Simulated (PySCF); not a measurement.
# Working out the ionisation energy of B

B [He] 2s2 2p1 (2P) → B⁺ [He] 2s2 (1S). Computed with PySCF 2.14 in dyall-acv3z, with the non-relativistic Hamiltonian (point nucleus). Frozen: 1s2; the 18 highest virtual orbitals dropped. Energies in hartree (1 hartree = 27.21139 eV):

```
            part   B (lower)  B⁺ (upper)
             UHF  -24.533083  -24.237546
CCSD correlation   -0.065999   -0.061019
             (T)   -0.001398    0.000000
```

Question: What does Hartree-Fock give?

Answer: (-24.237546) − (-24.533083) = 0.295537 hartree = 8.042 eV.

Question: What do CCSD and CCSD(T) give?

Answer: The CCSD correlation energies differ by 0.004980 hartree = 0.136 eV and the triples by 0.001398 hartree = 0.038 eV, so CCSD gives 8.178 eV and CCSD(T) 8.216 eV.

Measured between the centres of the two terms (NIST): 8.297 eV, so CCSD(T) (valence) is off by -0.081 eV.

What remains against the reference includes basis incompleteness, the frozen core and higher excitations.
